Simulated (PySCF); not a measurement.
**AlO₂⁻: structure of the singlet**

The task is one start of a wider search on AlO₂⁻: the singlet, from a side-on start. It is relaxed, tested by its Hessian and followed downhill if it is a saddle.

Program: PySCF 2.14.0. Level of theory: LDA, basis Al def2-TZVPP, O def2-TZVPP, no relativity, density fitting. These are calculated values, not measurements.

**1. Starting geometry**

3 atoms, charge -1, spin multiplicity 1.

Bond lengths: Al1–O2 1.947 Å, Al1–O3 1.947 Å, O2–O3 1.440 Å. Angles: O2–Al1–O3 43.4°, Al1–O2–O3 68.3°, Al1–O3–O2 68.3°.

Z-matrix (Å, degrees; charge -1 multiplicity 1):
```
Al
O  1 1.9467
O  1 1.9467 2 43.41
```

**2. Finding the electronic state**

One driver script runs all steps and calls PySCF; scf.py shows how it sets up the SCF of each step. The optimiser is the driver's own. The state is first sought with PBE. After this first run the driver tries any further starts and a stability analysis.

scf.py reads:

```python
from pyscf import gto, scf, dft
mol = gto.M(atom='''
Al     0.000000     0.000000     0.000000
O      0.720000     0.000000     1.808700
O     -0.720000     0.000000     1.808700''',
    basis={'Al': 'def2-TZVPP', 'O': 'def2-TZVPP'},
    charge=-1, spin=0)
mf = dft.RKS(mol, xc='PBE')
mf.grids.atom_grid = (50, 194)
aux = {'Al': 'def2-universal-JKFIT', 'O': 'def2-universal-JKFIT'}
mf = mf.density_fit(auxbasis=aux)
mf.conv_tol = 1e-08
mf.diis_space = 10
mf.max_cycle = 60
mf.init_guess = 'minao'
mf.verbose = 4
mf.kernel()
```

Started as:

```sh
> OMP_NUM_THREADS=2 python axn.py task.json out
```

The program printed:

```text
init E= -392.681098030718
  HOMO = -0.221511651280238  LUMO = -0.102651642868487  gap/eV = 3.23435
cycle= 1 E= -392.421172624826  delta_E= 0.26  |g|= 0.941  |ddm|= 1.49
  HOMO = 0.188843043278169  LUMO = 0.241502243612487  gap/eV = 1.43293
cycle= 2 E= -387.180919551113  delta_E= 5.24  |g|= 3.91  |ddm|= 3.49
  HOMO = 0.0596636268116335  LUMO = 0.141126199481626  gap/eV = 2.21671
cycle= 3 E= -392.631688868279  delta_E= -5.45  |g|= 0.181  |ddm|= 3.26
  HOMO = 0.0935953185099751  LUMO = 0.113937900678596  gap/eV = 0.55355
cycle= 4 E= -392.623076658421  delta_E= 0.00861  |g|= 0.253  |ddm|= 0.512
  HOMO = 0.0810201970061138  LUMO = 0.121263233412202  gap/eV = 1.09507
cycle= 5 E= -392.642056823471  delta_E= -0.019  |g|= 0.0564  |ddm|= 0.205
  HOMO = 0.0722021326104851  LUMO = 0.119840846103799  gap/eV = 1.29632
cycle= 6 E= -392.642966952441  delta_E= -0.00091  |g|= 0.0102  |ddm|= 0.056
  HOMO = 0.0722563208636657  LUMO = 0.120220008790933  gap/eV = 1.30516
cycle= 7 E= -392.642985271459  delta_E= -1.83e-05  |g|= 0.000924  |ddm|= 0.0091
  HOMO = 0.0723039584660299  LUMO = 0.12023304787994  gap/eV = 1.30422
cycle= 8 E= -392.642985414856  delta_E= -1.43e-07  |g|= 0.000256  |ddm|= 0.000799
  HOMO = 0.0723194270997567  LUMO = 0.120254806087067  gap/eV = 1.30439
cycle= 9 E= -392.6429854288  delta_E= -1.39e-08  |g|= 2.98e-05  |ddm|= 0.000331
  HOMO = 0.0723118973283619  LUMO = 0.120248109522193  gap/eV = 1.30441
cycle= 10 E= -392.642985429091  delta_E= -2.91e-10  |g|= 7.36e-06  |ddm|= 8.13e-05
  HOMO = 0.0723133739601138  LUMO = 0.120248996866193  gap/eV = 1.30439
Extra cycle  E= -392.642985429085  delta_E= 5.68e-12  |g|= 8.49e-06  |ddm|= 1.69e-05
converged SCF energy = -392.642985429085
```

This step, with its further starts and checks, took 10 s on 2 threads of Arm Neoverse V1, shared host.

Energies from each starting density:

```tsv
start	energy (Eh)
the minimal-basis guess	-392.642985
a thermally smeared density	-392.642985
a smeared PBE density	-392.642985
```

The test of internal stability and the other starts found no lower closed-shell solution.

**3. Relaxing the singlet from the side-on start**

The program finds C2v symmetry in the start, which this walk keeps. Threshold on the gradient: 0.0003 Eh/bohr, with a further test on the energy change.

Changes to scf.py since step 2:

```diff
@@ -3,3 +3,3 @@
-Al     0.000000     0.000000     0.000000
-O      0.720000     0.000000     1.808700
-O     -0.720000     0.000000     1.808700''',
+Al     0.000000     0.000000    -0.981154
+O      0.720000     0.000000     0.827546
+O     -0.720000     0.000000     0.827546''',
@@ -8 +8 @@
-mf = dft.RKS(mol, xc='PBE')
+mf = dft.RKS(mol, xc='LDA,VWN')
@@ -15 +14,0 @@
-mf.init_guess = 'minao'
```

Energy and gradient, step by step:

```tsv
step	energy (Eh)	change (kJ/mol)	largest symmetric gradient (Eh/bohr)
0	-390.833498	0.00	0.06097
1	-390.845736	-32.13	0.03481
2	-390.847989	-38.05	0.01882
3	-390.848564	-39.56	0.00320
4	-390.848583	-39.61	0.00026
5	-390.848583	-39.61	0.00003
```

The walk took 4.9 s.

After 5 steps and 39.6 kJ/mol it ends at C2v: Al–O 1.783 Å (×2); O–Al–O 50.9°.

**4. Frequencies**

The point is checked on the finer grid, and tightened if its gradient asks for it. The Hessian and the dipole derivatives come from central differences of analytic gradients, with steps of 0.02 bohr.

Changes to scf.py since step 3:

```diff
@@ -3,3 +3,3 @@
-Al     0.000000     0.000000    -0.981154
-O      0.720000     0.000000     0.827546
-O     -0.720000     0.000000     0.827546''',
+Al     0.000000     0.000000    -0.873515
+O      0.765482     0.000000     0.736759
+O     -0.765482     0.000000     0.736759''',
@@ -9 +9 @@
-mf.grids.atom_grid = (50, 194)
+mf.grids.atom_grid = (75, 302)
@@ -12 +12 @@
-mf.conv_tol = 1e-08
+mf.conv_tol = 1e-10
```

This SCF starts from the last density.

Log of the central SCF (cycles and frontier levels):

```text
init E= -390.84860676144
  HOMO = 0.0354558248780451  LUMO = 0.130978473047761  gap/eV = 2.59930
cycle= 1 E= -390.848606761435  delta_E= 4.38e-12  |g|= 4.63e-06  |ddm|= 4.02e-06
  HOMO = 0.0354541951456629  LUMO = 0.130978516346552  gap/eV = 2.59935
Extra cycle  E= -390.848606761412  delta_E= 2.34e-11  |g|= 1.17e-05  |ddm|= 9.84e-06
converged SCF energy = -390.848606761412
```

The whole step took 8.8 s.

Geometry: C2v; Al–O 1.783 Å (×2); O–Al–O 50.9°.

Harmonic modes (main isotopes):

| symmetry | ω (cm⁻¹) | IR (km/mol) |
| --- | --- | --- |
| b2 | 556 | 10.8 |
| a1 | 643 | 49.4 |
| a1 | 880 | 34.6 |

Every mode is real; the point is a minimum.

Constants and moments:

* Dipole moment about the centre of mass: 0.14 D
* Highest occupied level: 0.96 eV
* Lowest empty level: 3.56 eV
* Rotational constants: 0.8993, 0.4442, 0.2973 cm⁻¹
* Zero-point energy: 12.4 kJ/mol
* Principal polarisabilities: 58.1, 58.2, 58.6 bohr³
* Principal traceless quadrupole moments about the centre of mass: -9.43, 2.83, 6.60 D Å
* Entropy at 298.15 K and 1 bar: 251.0 J/(mol K)
* Heat capacity Cp at 298.15 K: 44.1 J/(mol K)
* Enthalpy at 298.15 K above 0 K: 10.92 kJ/mol
* Rotational symmetry number: 2

Charges (e) and bond orders:

```tsv
atom	Mulliken	Löwdin	polar tensor	Mayer order to Al1
Al1	-0.25	-0.70	-0.02	–
O2,3	-0.37	-0.15	-0.49	0.91
```

Outer orbital energies (eV). occupied: -19.49, -13.18, -4.19, -4.08, -2.83, -0.32, 0.29, 0.96; empty: 3.56, 3.69, 5.24, 5.64.

Mulliken populations on Al1: s 5.94, p 6.98, d 0.27, f 0.06.

**5. Stability of the closed shell**

At the lowest minimum the closed shell is tested against spin polarisation, on the (50, 194) grid. It is stable.

**6. Outcome**

| quantity | value |
| --- | --- |
| minimum | singlet, C2v |
| geometry | Al–O 1.783 Å (×2); O–Al–O 50.9° |
| wavenumbers (cm⁻¹) | 556 (b2), 643 (a1), 880 (a1) |
| dipole moment (centre of mass) | 0.14 D |
| highest occupied, lowest empty level | 0.96, 3.56 eV |
| polar-tensor charge of Al1 | -0.02 e |
| zero-point energy | 12.4 kJ/mol |
| entropy at 298.15 K | 251.0 J/(mol K) |

The molecule stays C2v, as typed, and the end point is a minimum. In the infrared the band at 643 cm⁻¹ (a1, mixed) leads. Other starts or spin states, not run here, may lie lower. The highest occupied level lies above zero: either self-interaction error lifts it or the extra electron is not bound, and the basis holds it in place. An anion needs diffuse functions, and this basis has none.

The search up to here took 25 s on 2 threads of Arm Neoverse V1, shared host.
